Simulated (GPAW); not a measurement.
**CH6SSi (Si(SMe)H3): revPBE/dzp (scalar-relativistic datasets)**

Wanted: a geometry optimisation of CH6SSi (Si(SMe)H3). The job is set up through an ASE script.

Program for the calculation: GPAW 26.7.0.

4 further runs of the same task are left out: 2 that didn't finish, 2 set aside as unsound or not needed.

**1. The structure to begin with**

The species is CH6SSi (9 atoms), meant as a singlet with charge 0. As SMILES, `[H][Si]([H])([H])SC`. Geometry: relaxed at GFN2-xTB. The run starts from this shape.

Bond lengths: Si1–S2 2.141 Å, S2–C3 1.821 Å, C3–H4 1.086 Å, C3–H5 1.085 Å, C3–H6 1.086 Å, Si1–H7 1.460 Å, Si1–H8 1.449 Å, Si1–H9 1.460 Å. Some angles: Si1–S2–C3 100.3°, S2–Si1–H7 108.3°, S2–Si1–H8 103.5°, S2–Si1–H9 107.6°, S2–C3–H4 109.6°, S2–C3–H5 106.8°, S2–C3–H6 109.9°, H7–Si1–H8 113.4°, H7–Si1–H9 109.9°, H8–Si1–H9 113.6°.

**2. A geometry optimisation at revPBE/dzp (scalar-relativistic datasets)**

Contents of molecule.xyz:

```xyz
9

Si    -0.367610     0.847030    -1.211930
S     -0.424760     0.796280     0.927960
C      0.355170    -0.820020     1.235220
H     -0.246300    -1.606270     0.789020
H      0.395280    -0.950100     2.311360
H      1.359700    -0.829060     0.823290
H      1.030150     0.837800    -1.633380
H     -1.060400     2.076470    -1.540820
H     -1.041220    -0.352130    -1.700720
```

Contents of molecule_relax.py:

```python
from ase.io import read, write
from ase.optimize import BFGS
from gpaw import GPAW

# Structure
atoms = read('molecule.xyz')
atoms.center(vacuum=4.5)

# DFT calculator
gpaw_calc = GPAW(mode='lcao',
                 basis='dzp',
                 h=0.18,
                 xc='revPBE',
                 occupations={'name': 'fermi-dirac', 'width': 0.02},
                 maxiter=100,
                 poissonsolver={'name': 'MomentCorrectionPoissonSolver', 'poissonsolver': 'fast', 'moment_corrections': 9},
                 symmetry='off',
                 txt='-')
atoms.calc = gpaw_calc

opt = BFGS(atoms, trajectory='molecule.traj')
converged = opt.run(fmax=0.03, steps=60)
print('Converged:', converged)
print(f'Final energy = {atoms.get_potential_energy():.5f} eV')
write('relaxed.xyz', atoms)
```

On the command line:

```console
$ OMP_NUM_THREADS=1 python molecule_relax.py
```

Output:

```text
[...]
Number of symmetries: 1
[...]
  Number of IBZ points: 1
[...]
basis functions: 69
Spin-components: 1 (collinear spins)
Bands:           16
[...]
  Valence electrons: 20.0
[...]
  Grid points: [64 72 72]
  Charge: 0.0  # |e|
[...]
    cutoffs:
[...]
occupation numbers:
  Fermi-Dirac:
[...]
xc functional:
  name: revPBE with 2 nearest neighbor stencil
[...]
|iter     |     time |      energy | eigst |  dens |
[...]
|iter:   1| 00:00:21 |  -39.332438 |      c|       |
[...]
Converged in 9 steps
[...]
dipole moment: (0.106274, -0.211084, -0.086922)  # |e|*Ang
Fermi level: -3.984
[...]
Converged in 7 steps
[...]
Converged in 5 steps
[...]
Converged in 5 steps
[...]
Converged in 5 steps
[...]
|iter:   4| 00:05:17 |  -37.810008c|      c| -4.04c|
Converged in 4 steps
[...]
Energy contributions relative to reference atoms: (reference = -19854.052119)
Energy contributions:
  Kinetic:          32.387333
  Coulomb:         -36.946104
  Zero:              0.022237
  External:          0.000000
  Xc:              -33.273474
  Entropy:          -0.000000
  Spinorbit:         0.000000
  ----------------------------
  Free energy:     -37.810008
  Extrapolated:    -37.810008
dipole moment: (0.111212, -0.225426, -0.001439)  # |e|*Ang
Fermi level: -3.984
Eigenvalues  # (at kpt = [0.000, 0.000, 0.000])
| band index |      eig [eV] | occ [0-2] |
|------------|---------------|-----------|
|          0 |       -19.121 |     2.000 |
|        ... |               |           |
|          2 |       -12.830 |     2.000 |
|          3 |       -10.446 |     2.000 |
|          4 |       -10.356 |     2.000 |
|          5 |        -9.284 |     2.000 |
|          6 |        -8.389 |     2.000 |
|          7 |        -8.173 |     2.000 |
|          8 |        -7.290 |     2.000 |
|          9 |        -5.475 |     2.000 |
|         10 |        -0.309 |     0.000 |
|         11 |         0.127 |     0.000 |
[...]
Gap: 5.166 eV
Transition (v -> c):
[...]
Forces  # eV/Ang
|        x |        y |        z |
|----------|----------|----------|
| -0.00331 |  0.01244 | -0.01621 |  # Si   0
|  0.00107 | -0.01110 |  0.02078 |  # S    1
|  0.01118 | -0.01841 |  0.01397 |  # C    2
| -0.01688 |  0.00490 | -0.00144 |  # H    3
| -0.00592 |  0.01549 |  0.01960 |  # H    4
|  0.00745 |  0.01643 | -0.00289 |  # H    5
| -0.00377 | -0.00590 | -0.00035 |  # H    6
|  0.00685 |  0.00382 |  0.02627 |  # H    7
|  0.00705 |  0.00857 | -0.00567 |  # H    8
Force computation time: 0.442  # s
BFGS:   19 hh:mm:ss      -37.810008        0.027416
Converged: True
Final energy = -37.81001 eV
```

Run time: 5.3 min. Hardware: 1 thread of Intel Xeon at 2.70GHz, shared host; peak memory 1.1 GiB.

Step by step:

```csv
step,energy from the first frame kept (eV),largest force (eV/Å)
0,0.0000,1.0992
1,-0.0869,0.7377
2,-0.1391,0.4370
3,-0.1462,0.3127
4,-0.1511,0.1561
5,-0.1528,0.1340
6,-0.1558,0.1633
7,-0.1576,0.1773
8,-0.1596,0.1418
9,-0.1606,0.1008
10,-0.1611,0.1031
11,-0.1617,0.0924
12,-0.1624,0.1000
13,-0.1630,0.0735
14,-0.1635,0.0603
15,-0.1639,0.0570
16,-0.1642,0.0516
17,-0.1644,0.0473
18,-0.1646,0.0378
19,-0.1648,0.0274
```

After the run. Bond lengths: Si1–S2 2.161 Å, S2–C3 1.843 Å, C3–H4 1.113 Å, C3–H5 1.112 Å, C3–H6 1.113 Å, Si1–H7 1.512 Å, Si1–H8 1.507 Å, Si1–H9 1.512 Å. Some angles: Si1–S2–C3 98.8°, S2–Si1–H7 112.2°, S2–Si1–H8 106.5°, S2–Si1–H9 111.6°, S2–C3–H4 111.5°, S2–C3–H5 106.4°, S2–C3–H6 111.6°, H7–Si1–H8 109.3°, H7–Si1–H9 107.6°, H8–Si1–H9 109.6°.

**3. Outcome**

At revPBE/dzp (scalar-relativistic datasets):

```
                                              quantity        value
energy as printed (from the program's reference atoms)  -37.8100 eV
                                         dipole moment       1.21 D
                                           HOMO energy     -5.48 eV
                                           LUMO energy     -0.31 eV
                                         HOMO–LUMO gap      5.17 eV
```

What this shows: At the final geometry: Bond lengths: Si1–S2 2.161 Å, S2–C3 1.843 Å, C3–H4 1.113 Å, C3–H5 1.112 Å, C3–H6 1.113 Å, Si1–H7 1.512 Å, Si1–H8 1.507 Å, Si1–H9 1.512 Å. Some angles: Si1–S2–C3 98.8°, S2–Si1–H7 112.2°, S2–Si1–H8 106.5°, S2–Si1–H9 111.6°, S2–C3–H4 111.5°, S2–C3–H5 106.4°, S2–C3–H6 111.6°, H7–Si1–H8 109.3°, H7–Si1–H9 107.6°, H8–Si1–H9 109.6°. The optimisation took 19 steps and changed the energy by -0.165 eV.
